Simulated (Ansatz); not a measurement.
Species: HF, net charge 1, doublet state. SMILES of the parent species: F

Atoms: F1, H2. Bonds: F1-H2.

Bond lengths (Å) and angles (degrees) optimised at HF/STO-3G with Ansatz (a quantum-chemistry and plane-wave program); PBE/6-31G* with Ansatz; B3LYP/LANL2DZ with Ansatz; B3LYP/6-31G* with Ansatz, each started from the B3LYP-D3(BJ)/def2-TZVP structure (Ansatz) of the last column. A row stands for all coordinates that are equal there. 6-31G* holds six Cartesian d functions.

| coordinate | HF/STO-3G | PBE/6-31G* | B3LYP/LANL2DZ | B3LYP/6-31G* | B3LYP-D3(BJ)/def2-TZVP |
|---|---|---|---|---|---|
| F1-H2 | 1.034 | 1.042 | 1.045 | 1.034 | 1.016 |

Mean signed difference of all 1 bond lengths from B3LYP-D3(BJ)/def2-TZVP: HF/STO-3G 0.017 Å, PBE/6-31G* 0.025 Å, B3LYP/LANL2DZ 0.029 Å, B3LYP/6-31G* 0.017 Å.
